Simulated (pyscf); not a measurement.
PySCF, gas phase, ωB97X-D3(BJ)/def2-SVP geometries.

SMILES: [F][W]([F])([F])([SeH])([Cl])[F]
```xyz
8

F     -1.3622     0.9715    -2.9762
W     -0.5076     1.0104    -1.3400
F      0.4263     1.7177     0.0874
F      0.9628     1.5833    -2.3436
F     -1.7637     2.3064    -0.9236
Cl     0.5554    -1.0209    -1.4534
Se    -2.0246    -0.4743    -0.1062
H     -3.0232     0.5587     0.2097
```
Charge 0, spin multiplicity 1.

How much does it cost (ΔH, 298 K, ωB97M-D3(BJ)/def2-TZVP) to split F–W(F)(F)(F)(Cl)–SeH (SMILES [F][W]([F])([F])([F])([Cl])[SeH]) at its Cl–W bond into [F–W(F)(F)(F)–SeH]• + Cl•?

Cl–W to [F–W(F)(F)(F)–SeH]• + Cl•: 51.4 kcal/mol. The 7 functionals that were run give +47.4 (M06-2X) to +65.9 kcal/mol (PBE). The radicals are drawn with the spin at the cut bond; how far it spreads was not checked. Other isomers of [F–W(F)(F)(F)–SeH]• were not searched in full and may lie lower. Left out: the spin-orbit lowering of Cl. Open-shell species with a d-block atom are single-reference here; other states, and whether the spin sits on metal or ligand, were not checked. Elements up to Kr have no core potential and no relativistic terms here. Elements past Kr carry the def2 core potentials, without spin-orbit coupling.
